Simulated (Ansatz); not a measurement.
Molecular dynamics of C$_{4}$H$_{5}$N

Input file:

```yaml
crystal:
  periodic: [false, false, false]
  atoms:
    - { symbol: C, position_ang: [-1.322629, -1.073163, 0.281551] }
    - { symbol: C, position_ang: [-0.319287, -0.110563, 0.846966] }
    - { symbol: C, position_ang: [0.598886, 0.52743, 0.165591] }
    - { symbol: C, position_ang: [1.484953, 1.139612, -0.511043] }
    - { symbol: "N", position_ang: [2.36469, 1.768148, -1.080392] }
    - { symbol: H, position_ang: [-2.336872, -0.721473, 0.48546] }
    - { symbol: H, position_ang: [-1.200456, -1.193982, -0.792988] }
    - { symbol: H, position_ang: [-1.218224, -2.048878, 0.762118] }
    - { symbol: H, position_ang: [-0.374962, 0.059654, 1.920819] }
    - { symbol: H, position_ang: [2.407099, 1.602114, -2.075182] }
basis:
  gaussian: { orbitals: def2-SVP }
hamiltonian:
  xc: hf
md:
  timestep: 0.25
  n_steps: 100
  ensemble: nvt_langevin
  temperature: 500.0
  initial_velocities: maxwell_boltzmann
  seed: 360405
  friction: 0.005
  temperature_schedule:
    - { n_steps: 25, end_temperature: 500.0 }
    - { n_steps: 75, end_temperature: 1000.0 }
scf:
  lower_state_search: "off"
```

Launched with:

```bash
$ ansatz run input.yaml --threads 1 --pin off --max-ram 2048MiB --backend cpu --events-out ev --progress --plain --runs-dir out
```

It starts from a relaxed structure.

Output, in part (one step line in 2, the closing report, with atoms numbered from 0):

```
md step     0: t =     0.00 fs  T =   450.0 K (target 500.0 K)  F+E_penalty+E_count = -5675.69206067 eV  E_kin = 0.581670 eV  (26 SCF iters)
md step     2: t =     0.50 fs  T =   420.4 K (target 500.0 K)  F+E_penalty+E_count = -5675.66327826 eV  E_kin = 0.543391 eV  (30 SCF iters)
md step     4: t =     1.00 fs  T =   361.8 K (target 500.0 K)  F+E_penalty+E_count = -5675.58573511 eV  E_kin = 0.467681 eV  (22 SCF iters)
md step     6: t =     1.50 fs  T =   283.2 K (target 500.0 K)  F+E_penalty+E_count = -5675.48835029 eV  E_kin = 0.366099 eV  (22 SCF iters)
md step     8: t =     2.00 fs  T =   230.4 K (target 500.0 K)  F+E_penalty+E_count = -5675.40985908 eV  E_kin = 0.297829 eV  (22 SCF iters)
md step    10: t =     2.50 fs  T =   201.7 K (target 500.0 K)  F+E_penalty+E_count = -5675.37095280 eV  E_kin = 0.260702 eV  (21 SCF iters)
md step    12: t =     3.00 fs  T =   215.7 K (target 500.0 K)  F+E_penalty+E_count = -5675.37996946 eV  E_kin = 0.278834 eV  (18 SCF iters)
md step    14: t =     3.50 fs  T =   247.2 K (target 500.0 K)  F+E_penalty+E_count = -5675.41433538 eV  E_kin = 0.319480 eV  (30 SCF iters)
md step    16: t =     4.00 fs  T =   272.0 K (target 500.0 K)  F+E_penalty+E_count = -5675.44521488 eV  E_kin = 0.351548 eV  (30 SCF iters)
md step    18: t =     4.50 fs  T =   269.7 K (target 500.0 K)  F+E_penalty+E_count = -5675.44989177 eV  E_kin = 0.348577 eV  (30 SCF iters)
md step    20: t =     5.00 fs  T =   249.1 K (target 500.0 K)  F+E_penalty+E_count = -5675.42652015 eV  E_kin = 0.322050 eV  (30 SCF iters)
md step    22: t =     5.50 fs  T =   226.8 K (target 500.0 K)  F+E_penalty+E_count = -5675.38344728 eV  E_kin = 0.293178 eV  (22 SCF iters)
md step    24: t =     6.00 fs  T =   180.5 K (target 500.0 K)  F+E_penalty+E_count = -5675.33034565 eV  E_kin = 0.233270 eV  (22 SCF iters)
md step    26: t =     6.50 fs  T =   142.5 K (target 503.3 K)  F+E_penalty+E_count = -5675.28423098 eV  E_kin = 0.184164 eV  (22 SCF iters)
md step    28: t =     7.00 fs  T =   128.7 K (target 516.7 K)  F+E_penalty+E_count = -5675.26045880 eV  E_kin = 0.166375 eV  (23 SCF iters)
md step    30: t =     7.50 fs  T =   132.0 K (target 530.0 K)  F+E_penalty+E_count = -5675.26790672 eV  E_kin = 0.170687 eV  (23 SCF iters)
md step    32: t =     8.00 fs  T =   173.1 K (target 543.3 K)  F+E_penalty+E_count = -5675.30731348 eV  E_kin = 0.223697 eV  (23 SCF iters)
md step    34: t =     8.50 fs  T =   221.1 K (target 556.7 K)  F+E_penalty+E_count = -5675.36931602 eV  E_kin = 0.285783 eV  (22 SCF iters)
md step    36: t =     9.00 fs  T =   266.1 K (target 570.0 K)  F+E_penalty+E_count = -5675.43834688 eV  E_kin = 0.343947 eV  (22 SCF iters)
md step    38: t =     9.50 fs  T =   312.9 K (target 583.3 K)  F+E_penalty+E_count = -5675.49377169 eV  E_kin = 0.404457 eV  (22 SCF iters)
md step    40: t =    10.00 fs  T =   346.1 K (target 596.7 K)  F+E_penalty+E_count = -5675.51966952 eV  E_kin = 0.447411 eV  (22 SCF iters)
md step    42: t =    10.50 fs  T =   342.8 K (target 610.0 K)  F+E_penalty+E_count = -5675.50713725 eV  E_kin = 0.443087 eV  (22 SCF iters)
md step    44: t =    11.00 fs  T =   307.5 K (target 623.3 K)  F+E_penalty+E_count = -5675.46231478 eV  E_kin = 0.397424 eV  (22 SCF iters)
md step    46: t =    11.50 fs  T =   253.9 K (target 636.7 K)  F+E_penalty+E_count = -5675.40549723 eV  E_kin = 0.328140 eV  (22 SCF iters)
md step    48: t =    12.00 fs  T =   247.9 K (target 650.0 K)  F+E_penalty+E_count = -5675.36234250 eV  E_kin = 0.320426 eV  (22 SCF iters)
md step    50: t =    12.50 fs  T =   265.5 K (target 663.3 K)  F+E_penalty+E_count = -5675.34634308 eV  E_kin = 0.343199 eV  (22 SCF iters)
md step    52: t =    13.00 fs  T =   271.3 K (target 676.7 K)  F+E_penalty+E_count = -5675.36012110 eV  E_kin = 0.350712 eV  (22 SCF iters)
md step    54: t =    13.50 fs  T =   301.7 K (target 690.0 K)  F+E_penalty+E_count = -5675.39930553 eV  E_kin = 0.390041 eV  (22 SCF iters)
md step    56: t =    14.00 fs  T =   371.5 K (target 703.3 K)  F+E_penalty+E_count = -5675.44454661 eV  E_kin = 0.480251 eV  (23 SCF iters)
md step    58: t =    14.50 fs  T =   406.8 K (target 716.7 K)  F+E_penalty+E_count = -5675.47231429 eV  E_kin = 0.525832 eV  (31 SCF iters)
md step    60: t =    15.00 fs  T =   379.2 K (target 730.0 K)  F+E_penalty+E_count = -5675.46643906 eV  E_kin = 0.490153 eV  (22 SCF iters)
md step    62: t =    15.50 fs  T =   333.6 K (target 743.3 K)  F+E_penalty+E_count = -5675.43218288 eV  E_kin = 0.431172 eV  (22 SCF iters)
md step    64: t =    16.00 fs  T =   295.8 K (target 756.7 K)  F+E_penalty+E_count = -5675.38053261 eV  E_kin = 0.382302 eV  (22 SCF iters)
md step    66: t =    16.50 fs  T =   280.1 K (target 770.0 K)  F+E_penalty+E_count = -5675.32153434 eV  E_kin = 0.362112 eV  (23 SCF iters)
md step    68: t =    17.00 fs  T =   225.2 K (target 783.3 K)  F+E_penalty+E_count = -5675.27020607 eV  E_kin = 0.291107 eV  (23 SCF iters)
md step    70: t =    17.50 fs  T =   201.7 K (target 796.7 K)  F+E_penalty+E_count = -5675.23778825 eV  E_kin = 0.260676 eV  (23 SCF iters)
md step    72: t =    18.00 fs  T =   209.8 K (target 810.0 K)  F+E_penalty+E_count = -5675.22435658 eV  E_kin = 0.271214 eV  (22 SCF iters)
md step    74: t =    18.50 fs  T =   213.8 K (target 823.3 K)  F+E_penalty+E_count = -5675.22718682 eV  E_kin = 0.276325 eV  (22 SCF iters)
md step    76: t =    19.00 fs  T =   238.7 K (target 836.7 K)  F+E_penalty+E_count = -5675.24604396 eV  E_kin = 0.308560 eV  (22 SCF iters)
md step    78: t =    19.50 fs  T =   257.8 K (target 850.0 K)  F+E_penalty+E_count = -5675.27476561 eV  E_kin = 0.333221 eV  (19 SCF iters)
md step    80: t =    20.00 fs  T =   300.6 K (target 863.3 K)  F+E_penalty+E_count = -5675.30766278 eV  E_kin = 0.388589 eV  (19 SCF iters)
md step    82: t =    20.50 fs  T =   280.1 K (target 876.7 K)  F+E_penalty+E_count = -5675.33192365 eV  E_kin = 0.362055 eV  (33 SCF iters)
md step    84: t =    21.00 fs  T =   286.6 K (target 890.0 K)  F+E_penalty+E_count = -5675.33661805 eV  E_kin = 0.370490 eV  (33 SCF iters)
md step    86: t =    21.50 fs  T =   284.3 K (target 903.3 K)  F+E_penalty+E_count = -5675.31312246 eV  E_kin = 0.367488 eV  (33 SCF iters)
md step    88: t =    22.00 fs  T =   266.7 K (target 916.7 K)  F+E_penalty+E_count = -5675.27394525 eV  E_kin = 0.344778 eV  (33 SCF iters)
md step    90: t =    22.50 fs  T =   235.5 K (target 930.0 K)  F+E_penalty+E_count = -5675.24201624 eV  E_kin = 0.304463 eV  (23 SCF iters)
md step    92: t =    23.00 fs  T =   253.1 K (target 943.3 K)  F+E_penalty+E_count = -5675.23493966 eV  E_kin = 0.327135 eV  (23 SCF iters)
md step    94: t =    23.50 fs  T =   275.1 K (target 956.7 K)  F+E_penalty+E_count = -5675.26109081 eV  E_kin = 0.355545 eV  (23 SCF iters)
md step    96: t =    24.00 fs  T =   317.4 K (target 970.0 K)  F+E_penalty+E_count = -5675.31239681 eV  E_kin = 0.410317 eV  (23 SCF iters)
md step    98: t =    24.50 fs  T =   385.6 K (target 983.3 K)  F+E_penalty+E_count = -5675.37349137 eV  E_kin = 0.498487 eV  (33 SCF iters)
md step   100: t =    25.00 fs  T =   414.9 K (target 996.7 K)  F+E_penalty+E_count = -5675.42006166 eV  E_kin = 0.536239 eV  (33 SCF iters)
Total energy: -5675.42006166 eV, -208.5678403281 hartree
Atom 0 at    -1.257835    -1.159336     0.318584 Å, force     0.590917     0.486055    -0.562135 eV/Å
Atom 1 at    -0.269967    -0.123445     0.889426 Å, force     0.312551     0.100455    -1.217307 eV/Å
Atom 2 at     0.574565     0.623246     0.191553 Å, force    -1.178986    -1.580757     0.687446 eV/Å
Atom 3 at     1.444674     1.178049    -0.536138 Å, force     0.992780     1.125700    -1.105206 eV/Å
Atom 4 at     2.317035     1.847390    -1.077869 Å, force     0.732025    -0.538899    -0.703296 eV/Å
Atom 5 at    -2.237485    -0.706287     0.261999 Å, force    -0.478095     0.253215     0.370427 eV/Å
Atom 6 at    -1.082713    -1.477041    -0.728701 Å, force     0.572465     0.342925     0.662782 eV/Å
Atom 7 at    -1.340525    -2.051444     0.927021 Å, force     0.110181    -0.111010     0.322660 eV/Å
Atom 8 at    -0.262829     0.078242     1.954169 Å, force    -0.529339    -0.205987     0.194087 eV/Å
Atom 9 at     2.644362     1.647709    -2.046594 Å, force    -1.124498     0.128303     1.350542 eV/Å
Dipole moment:    -0.334290    -0.434645    -0.122182 e Å
```

The run went to its last step. The schedule's set-point averaged 833 K over the second half and the system 290 K, so it lags behind the ramp. A run of 0.025 ps of so small a system gives no equilibrium averages.

The same pairs are bonded in the first frame and the last. Pairs count as bonded within 1.25 times the sum of covalent radii (0.12 Å more for H–H).

Last frame:

```xyz
10
Properties=species:S:1:pos:R:3
C -1.258 -1.159 0.319
C -0.270 -0.123 0.889
C 0.575 0.623 0.192
C 1.445 1.178 -0.536
N 2.317 1.847 -1.078
H -2.237 -0.706 0.262
H -1.083 -1.477 -0.729
H -1.341 -2.051 0.927
H -0.263 0.078 1.954
H 2.644 1.648 -2.047
```

The run took 2.7 min on 1 thread of Arm Neoverse V1, with other jobs on the host, peak memory 0.16 GiB.
